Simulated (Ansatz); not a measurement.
Cost and result for the atomization energy of `CC(C)(O)Cl` (12 atoms, 11 bonds).

```xyz
12

C     0.638    1.115   -0.024
C    -0.332   -0.032   -0.211
C     0.176   -1.347    0.325
O    -1.557    0.214    0.378
Cl   -0.569   -0.227   -2.032
H     1.590    0.904   -0.508
H     0.234    2.034   -0.452
H     0.805    1.265    1.046
H     1.114   -1.620   -0.156
H    -0.560   -2.129    0.145
H     0.336   -1.252    1.401
H    -1.876    1.074    0.087
```

Charge 0, multiplicity 1. The geometry is a stationary point of PBE0-D4/def2-TZVP. It is one conformer, not always the lowest. Program: Ansatz. All runs use 4 threads of an Arm Neoverse V2 on a shared host. Times are those of one run each, without the atoms' runs, and a repeat can differ threefold. Electronic energies, without spin–orbit coupling; frozen cores. CCSD(T)/CBS adds CCSD(T) − MP2 in def2-TZVPP to the MP2 limit, and its time is that of the two runs behind it. T1 = 0.010. B3LYP takes the VWN-RPA correlation (the form of Gaussian; ORCA's B3LYP/G).

CCSD(T)/CBS is a level of theory with its own doubt, some kJ/mol a heavy atom from the limit and from the frozen cores, so smaller differences don't rank the functionals.

| level | functions | wall time |
| --- | --- | --- |
| LDA (SPW92)/def2-TZVPP | 264 | 1.2 s |
| BLYP-D4/def2-TZVPP | 264 | 2 s |
| PBE0-D4/def2-TZVPP | 264 | 2.7 s |
| BHLYP-D4/def2-TZVPP | 264 | 2.9 s |
| PBE-D4/def2-TZVPP (with forces) | 264 | 3.2 s |
| CAM-B3LYP-D4/def2-TZVPP | 264 | 3.2 s |
| r2SCAN-D4/def2-TZVPP (with forces) | 264 | 4.5 s |
| B3LYP-D4/def2-TZVPP (with forces) | 264 | 4.7 s |
| r2SCANh-D4/def2-TZVPP | 264 | 4.8 s |
| CCSD(T)/def2-SVP | 109 | 5.5 s |
| MP2/def2-QZVPP | 508 | 32 s |
| CCSD(T)/def2-TZVPP | 264 | 3 min |
| CCSD(T)/CBS(def2) | – | 3.5 min |

**Question.** What atomization energy does each give, and how far from CCSD(T)/CBS? (An estimate is asked.)

**Answer.** Computed: 
```json
{"level": "LDA (SPW92)/def2-TZVPP", "atomization (kcal/mol)": "1259.7", "difference from CCSD(T)/CBS": "164.8", "per bond": "15.0"}
{"level": "BLYP-D4/def2-TZVPP", "atomization (kcal/mol)": "1089.0", "difference from CCSD(T)/CBS": "-5.9", "per bond": "-0.5"}
{"level": "PBE0-D4/def2-TZVPP", "atomization (kcal/mol)": "1099.9", "difference from CCSD(T)/CBS": "5.0", "per bond": "0.4"}
{"level": "BHLYP-D4/def2-TZVPP", "atomization (kcal/mol)": "1059.4", "difference from CCSD(T)/CBS": "-35.5", "per bond": "-3.2"}
{"level": "PBE-D4/def2-TZVPP (with forces)", "atomization (kcal/mol)": "1118.9", "difference from CCSD(T)/CBS": "24.0", "per bond": "2.2"}
{"level": "CAM-B3LYP-D4/def2-TZVPP", "atomization (kcal/mol)": "1096.5", "difference from CCSD(T)/CBS": "1.6", "per bond": "0.1"}
{"level": "r2SCAN-D4/def2-TZVPP (with forces)", "atomization (kcal/mol)": "1098.0", "difference from CCSD(T)/CBS": "3.1", "per bond": "0.3"}
{"level": "B3LYP-D4/def2-TZVPP (with forces)", "atomization (kcal/mol)": "1091.1", "difference from CCSD(T)/CBS": "-3.8", "per bond": "-0.3"}
{"level": "r2SCANh-D4/def2-TZVPP", "atomization (kcal/mol)": "1091.6", "difference from CCSD(T)/CBS": "-3.3", "per bond": "-0.3"}
{"level": "CCSD(T)/def2-SVP", "atomization (kcal/mol)": "1044.0", "difference from CCSD(T)/CBS": "-50.9", "per bond": "-4.6"}
{"level": "MP2/def2-QZVPP", "atomization (kcal/mol)": "1102.1", "difference from CCSD(T)/CBS": "7.2", "per bond": "0.6"}
{"level": "CCSD(T)/def2-TZVPP", "atomization (kcal/mol)": "1068.1", "difference from CCSD(T)/CBS": "-26.8", "per bond": "-2.4"}
{"level": "CCSD(T)/CBS(def2)", "atomization (kcal/mol)": "1094.9", "difference from CCSD(T)/CBS": "0.0", "per bond": "0.0"}
```

From BLYP to BHLYP (50 % exact exchange), in def2-TZVPP and without D4, the atomization energy moves by −23.1 kcal/mol: exact exchange takes away binding that semilocal exchange gives to molecules. The D4 term adds +9.2 kcal/mol with B3LYP and +4.8 kcal/mol with PBE0; it sums over pairs of atoms, weighted by their polarisabilities, and B3LYP, whose exchange is more repulsive, gets the larger term. Leaving LDA and LC-ωPBE aside and taking each functional with its dispersion term where it has one, the values spread over 59.5 kcal/mol, from BHLYP-D4 to PBE-D4. LDA lies +146.5 kcal/mol from PBE without D4, its usual overbinding.
